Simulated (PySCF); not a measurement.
# Which determinant of LiH lies lowest?

Unrestricted PBE0; Li aug-cc-pVDZ, H aug-cc-pVDZ; no relativity (PySCF 2.14). Outer shells of the fragments: Li 2s1; H 1s1.

Followed along the bond (rough minima from three points):

```tsv
2Ms+1	unpaired	⟨S²⟩ at the start	R at minimum (Å)	Te (eV)
1	none	0.00	1.61	0.00
3	σ ↑↑	2.00	none in the scan	≤ 2.86
```

Solutions found at the starting distance of 1.605 Å, counted from the lowest of them; the search is not exhaustive and high or unbound solutions are not listed, so other states can lie among these:

```tsv
2Ms+1	unpaired	term	E (eV)	⟨S²⟩	⟨Lz²⟩	μ (D)
1	none	¹Σ⁺	0.00	0.00	0.00	-5.78
3	σ ↑↑	³Σ⁺	3.03	2.00	0.00	4.08
3	σ ↑, π ↑	³Π	3.88	2.00	1.00	-0.41
1	σ ↓, π ↑	mixed	4.04	1.00	1.00	-0.06
```

A term symbol is given only where ⟨S²⟩ and ⟨Lz²⟩ are close to those of a pure state; real π, δ and φ orbitals otherwise mix terms. A positive dipole means Li(−)H(+).

The measured ground state is X ¹Σ+ (Huber and Herzberg, Constants of Diatomic Molecules (1979)).

Counting both spins, an empty level lies below a filled one in some of these solutions, because spin and occupation are held.
